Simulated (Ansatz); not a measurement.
**CH₅O (doublet): wave-function methods side by side at distance C1–H5 along a hydrogen transfer = 1.176 Å, cc-pVDZ**

Aim: climb from Hartree-Fock through coupled cluster and multireference methods for CH₅O (doublet) at one geometry and basis, and see what each rung misses.

The runs use Ansatz 0.2.0, Gaussian basis; cc-pVDZ, core rule «outside noble gas», up to 2 orbitals frozen.

The runs, in order: UHF; CCSD(T) on ROHF; CCSD(T) on UHF; BCCD(T) on ROHF; CISD; CCSDT(Q) on ROHF; CCSDT(Q) on UHF; CASSCF and MRCISD+Q, 3 electrons in 3 orbitals; CASSCF and NEVPT2, 3 electrons in 3 orbitals.

### 1 The system

The geometry derives from fragments relaxed apart (PBE0/def2-TZVP) and kept rigid, so it is no stationary point. A hydrogen atom is moved between rigid fragments.

7 atoms, charge 0, spin multiplicity 2.

Atoms are counted from 1 here; the program's logs count them from 0.

Bond lengths: C1–H2 1.090 Å, C1–H3 1.090 Å, C1–H4 1.090 Å, C1–H5 1.176 Å, O6–H7 0.973 Å. Angles: H2–C1–H3 109.5°, H2–C1–H4 109.5°, H2–C1–H5 109.5°, H3–C1–H4 109.5°, H3–C1–H5 109.5°, H4–C1–H5 109.5°.

### 2 UHF

in.yaml

```yaml
crystal:
  periodic: [false, false, false]
  atoms:
    - {symbol: C, position_ang: [-1.390466, 0.028666, 0.000000]}
    - {symbol: H, position_ang: [-1.753672, 1.055967, 0.000000]}
    - {symbol: H, position_ang: [-1.753672, -0.484985, 0.889668]}
    - {symbol: H, position_ang: [-1.753671, -0.484984, -0.889669]}
    - {symbol: H, position_ang: [-0.214466, 0.028666, 0.000000]}
    - {symbol: O, position_ang: [1.291534, 0.028666, 0.000000]}
    - {symbol: H, position_ang: [1.543393, -0.911284, 0.000000]}
basis:
  gaussian: {orbitals: cc-pVDZ}
magnetization: {spin_polarized: true, initial_magnetization: 1}
hamiltonian: {xc: hf}
output: {orbitals: {seedname: orbitals}}
```

Launch:

```
$ ansatz run in.yaml --threads 1 --pin off --events-out ev --progress --plain --max-ram 4096MiB --backend cpu
```

After this run come: CCSD(T) on ROHF; CCSD(T) on UHF; BCCD(T) on ROHF; CISD; CCSDT(Q) on ROHF; CCSDT(Q) on UHF; CASSCF and MRCISD+Q, 3 electrons in 3 orbitals; CASSCF and NEVPT2, 3 electrons in 3 orbitals.

Before running them: what should the planned runs give, taken together? Wanted: UCCSDT(Q) below the RHF energy; RMP2 from UCCSDT(Q); UMP2 from UCCSDT(Q); RCCSD from UCCSDT(Q); RCCSD(T) from UCCSDT(Q); UCCSD(T) from UCCSDT(Q); RCCSDT(Q) from UCCSDT(Q); NEVPT2 pair from UCCSDT(Q); MRCISD+Q pair from UCCSDT(Q).

**Answer**, as computed:

```
                         quantity                                                   value
   UCCSDT(Q) below the RHF energy                                             -10.1814 eV
              RMP2 from UCCSDT(Q)                                           +122.2 kJ/mol
              UMP2 from UCCSDT(Q)                                           +121.8 kJ/mol
             RCCSD from UCCSDT(Q)                                            +21.7 kJ/mol
          RCCSD(T) from UCCSDT(Q)                                             +3.3 kJ/mol
          UCCSD(T) from UCCSDT(Q)                                             +3.2 kJ/mol
         RCCSDT(Q) from UCCSDT(Q)                                             +0.1 kJ/mol
       NEVPT2 pair from UCCSDT(Q)                                           +119.8 kJ/mol
     MRCISD+Q pair from UCCSDT(Q)                                            +14.4 kJ/mol
levels within 1 kcal/mol (43 meV)  RCCSD(T), UCCSD(T), BCCD(T), RCCSDT, UCCSDT, RCCSDT(Q)
                    T1 diagnostic                                                   0.021
```

RCCSD(T) lands +3.3 kJ/mol from the yardstick (0.3 % of the correlation energy). Of the multireference levels listed MRCISD+Q pair comes nearest in total energy (+14.4 kJ/mol), which doesn't show that its space is the better one. These misses are within one basis, not against nature; the frozen cores of restricted and unrestricted runs differ, which can shift their rows.
